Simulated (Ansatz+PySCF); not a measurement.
Values are calculated unless marked as measured or tabulated.
This PySCF input gave a total energy of -681.46941 hartree.

```python
from pyscf import gto, scf, mp

mol = gto.M(atom="""
P -0.006650 0.006060 -0.949870
P -0.006830 -0.003000 0.938840
""", basis='def2-svp', charge=0, spin=0)
mf = scf.UHF(mol)
mf.kernel()
pt = mp.MP2(mf, frozen=10).run()
print(mf.e_tot, pt.e_corr, pt.e_tot)
```

Write an input for Ansatz with the same method and basis set.

```yaml
crystal:
  periodic: [false, false, false]
  atoms:
    - { symbol: P, position_ang: [-0.00665, 0.00606, -0.94987] }
    - { symbol: P, position_ang: [-0.00683, -0.003, 0.93884] }
basis:
  gaussian: { orbitals: def2-SVP }
magnetization:
  spin_polarized: true
hamiltonian:
  xc: hf
correlation:
  method: mp2
  frozen_orbitals: { P: 5 }
scf:
  omitted_lower_state_checks: [stability, starts, atomic_configurations, cluster_reference, orbital_swaps, given_window_search, neighbouring_geometries, increment]
```

Ansatz (development build ahead of 0.2.0) gave -681.46940 hartree, 0.08 meV from the first. The reference isn't the lowest determinant (another lies 0.22 eV lower), but the same method gives a higher total on the lower determinant.
